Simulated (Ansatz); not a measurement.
**Te (model structure, started from the simple cubic type, Pm-3m, No. 221, 1 atom in the cell)**

The numbers are results of PBEsol (Ansatz, a program for electronic structure, PAW), not measurements.

Settings: plane-wave cutoff 500 eV, 12×12×12 k mesh, Fermi–Dirac smearing 0.05 eV, scalar-relativistic PAW data made under PBE.

Cell (relaxed at this level):

Space group Pm-3m (No. 221); a = 3.152 Å, b = 3.152 Å, c = 3.152 Å, α = 90.00°, β = 90.00°, γ = 90.00°

| atom | site | symmetry | x | y | z |
|---|---|---|---|---|---|
| Te | 1a | m-3m | 0.0000 | 0.0000 | 0.0000 |

```
Property  Value
--------  -----
band gap   none
```

Note: the relaxation could raise the start's symmetry but not lower it, so the cell can be a saddle point.

Spin–orbit coupling is not included.

Static lattice: no zero-point or thermal effects.

A model structure was made by putting elements into a prototype or built by hand; it is no filed structure, need not be a known phase, and can be a saddle point held by its symmetry.
